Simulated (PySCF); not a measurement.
Compound: C₅H₈O.
Geometry (GFN2-xTB, Å), atoms numbered from 1 in this order:
```
atom  x, y, z in Å
O1    -2.0383   -0.9386    0.0278
C2    -1.6191    0.3822    0.2583
C3    -0.4690    0.8049   -0.6728
C4     0.7480    0.0494   -0.3483
C5     1.6585   -0.8419   -0.6046
C6     1.7441   -0.1938    0.7503
H7    -1.2725   -1.5202    0.1057
H8    -2.4966    1.0059    0.0746
H9    -1.3052    0.5129    1.3045
H10   -0.7590    0.6234   -1.7105
H11   -0.2845    1.8733   -0.5346
H12    2.1211   -1.5434   -1.2531
H13    1.4555   -0.7568    1.6328
H14    2.5163    0.5423    0.9477
```

Mayer bond orders were computed from the PBE0/pcSseg-1 density (PySCF). Geometry: GFN2-xTB, one conformer, isolated molecule.

Problem. Rank these bonds by Mayer order, highest first.
A. C4–C5
B. O1–C2
C. C6–C4
D. C3–C4

Solution. A (1.72), D (1.04), B (0.96), C (0.90).

Problem. Set the orders of all bonds between heavy atoms beside their lengths and the difference of the ESP-fitted charges at their ends.

Solution. 
```tsv
bond	Mayer order	length (Å)	q(first) − q(second) (e)
C4–C5	1.715	1.300	+0.546
C3–C4	1.036	1.469	-0.764
C2–C3	1.029	1.539	+0.906
O1–C2	0.960	1.405	-1.007
C5–C6	0.938	1.504	-0.195
C6–C4	0.897	1.503	-0.351
```

Mayer orders depend on the basis set.

These values come from a run that also computed NMR shieldings. On one thread, Arm Neoverse V1 (aarch64) (shared host), this took 15 s wall and 0.69 GiB of memory at its peak.
